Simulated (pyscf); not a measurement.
A first-order saddle from PySCF, ωB97X-D3(BJ)/def2-SVP:

```xyz
8

S      0.5997     1.8160     0.0139
Ge     0.0939    -0.3600    -0.1077
H      0.9968     1.7825     1.3010
H     -1.3929     0.0709     0.8409
H     -0.1030    -0.5293    -1.6027
H      1.0918    -1.0676     0.7908
Cl    -1.3897    -2.4487     0.1576
H     -1.5908    -0.7896     0.7157
```
Charge 0, spin multiplicity 1.

Surface: singlet, charge 0. Lowest wavenumbers (cm⁻¹): 923i, 89, 152, 252, 315.

### Question
Name the species on either side of this saddle.

### Answer
HS–GeH₃ + hydrogen chloride (HCl) ⇌ HS–GeH₂–Cl + hydrogen (H₂), a four-centre exchange read from left to right: Ge–H, Cl–H broken and Cl–Ge, H–H formed. At ωB97M-D3(BJ)/def2-TZVP it lies +37.0 kcal/mol from the left side and +50.3 kcal/mol from the right (each side as separated species at their lowest minima found). The same reactants have a lower exit, to H₂S + Cl–GeH₃ (barrier +26.6 kcal/mol at ωB97M-D3(BJ)/def2-TZVP, against +37.0 kcal/mol here). This is the saddle that the search found; another between the same sides may lie lower. Elements up to Kr have no core potential and no relativistic terms here.
